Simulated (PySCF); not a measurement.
Compound: C₂H₂N₂O.
InChI=1S/C2H2N2O/c1-3-2-5-4-1/h1-2H

Level of theory: PySCF 2.14.0, density-fitted response routines, TDDFT CAM-B3LYP/def2-SVPD, vertical, gas phase, core orbitals frozen in the response. Geometry: PBE0-D3(BJ)/def2-SVP; no solvent, vibrations or thermal averaging.

Q: Predict the UV-vis stick spectrum at this level.

A: 

```csv
state,E (eV),ν̃ (cm⁻¹),f,|μ| (D),symmetry,"main configurations (H = HOMO, L = LUMO)"
S1,6.25,50400,0.0058,0.49,A″,H-1→L (98%)
S2,7.22,58250,0.118,2.07,A′,H→L (94%)
S3,7.24,58360,0.0011,0.20,–,"H-3→L (86%), H-1→L+2 (11%)"
S4,7.77,62640,0.011,0.61,A′,"H-2→L (71%), H→L+2 (25%)"
S5,8.02,64670,0.0046,0.39,A″,"H-1→L+2 (86%), H-3→L (11%)"
S6,8.63,69570,0.0000,0.03,–,H→L+1 (88%)
S7,8.94,72120,0.025,0.85,A′,"H-1→L+1 (77%), H→L+2 (9%)"
S8,9.07,73120,0.260,2.75,A′,"H→L+2 (55%), H-2→L (17%), H-1→L+1 (12%)"
S9,9.18,74080,0.0003,0.09,–,"H-3→L+2 (35%), H→L+3 (27%), H→L+4 (17%)"
S10,9.30,75020,0.021,0.77,A″,"H-3→L+2 (57%), H→L+3 (28%)"
```

Triplets (Tamm–Dancoff): T1 4.69 eV, H→L (92%); T2 5.66 eV, H-1→L (86%); T3 6.07 eV, H-2→L (72%), H→L+2 (23%); T4 6.28 eV, H-3→L (62%), H-1→L+2 (30%).

The lowest singlet lies at 6.25 eV (198 nm, vacuum ultraviolet) and is weak; its leading configuration is HOMO-1→LUMO (98%). The strongest level in the table is S8 at 9.07 eV (137 nm, f = 0.260). Löwdin shares by element: HOMO nitrogen 51%, carbon 38%; LUMO carbon 40%, nitrogen 20% or more, oxygen 19% (atoms not listed hold the other 21%). The listed states span 3.05 eV, and the widest gap between neighbours is 0.97 eV (S1 to S2). Of the 10 states listed, 5 reach f = 0.01 and 2 stay under 0.0005. Weighted by f, the mean energy of these states is 8.50 eV. No computed singlet lies in the visible range (380 to 750 nm); the lowest, at 198 nm, stands 2.99 eV above its violet end (3.26 eV). All these states lie below the vertical ionisation energy of 11.43 eV (ΔSCF). Symmetry labels in Cs follow from the direction of the transition dipole and are given only for states with f of 0.002 or more. Only the lowest 10 singlets were computed, as vertical energies without vibronic structure.
